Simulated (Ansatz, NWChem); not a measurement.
# How basis sets differ on BHO2 (oxoborinic acid)

BHO2: 4 atoms, total charge 0, spin state singlet. SMILES: `O=BO`. The shape is that of a PBE0-D4/def2-TZVP optimisation.

Each level gives the electronic atomisation energy (eV). The values are calculated. Electronic energies at fixed atoms, without zero-point motion or spin-orbit coupling.

```
                                 level      kind  program  value (eV)
r2SCAN/6-31++G** (spherical functions)  meta-GGA   NWChem       19.40
                r2SCAN/6-311++G(2d,2p)  meta-GGA   NWChem       19.56
                      r2SCAN/6-311+G**  meta-GGA   NWChem       19.40
   r2SCAN/6-31G* (spherical functions)  meta-GGA   NWChem       19.33
  r2SCAN/6-31+G* (spherical functions)  meta-GGA   NWChem       19.23
                     r2SCAN/def2-TZVPP  meta-GGA   Ansatz       19.54
              r2SCAN/6-311++G(3df,3pd)  meta-GGA   NWChem       19.68
```

The values span 19.23 to 19.68 eV.
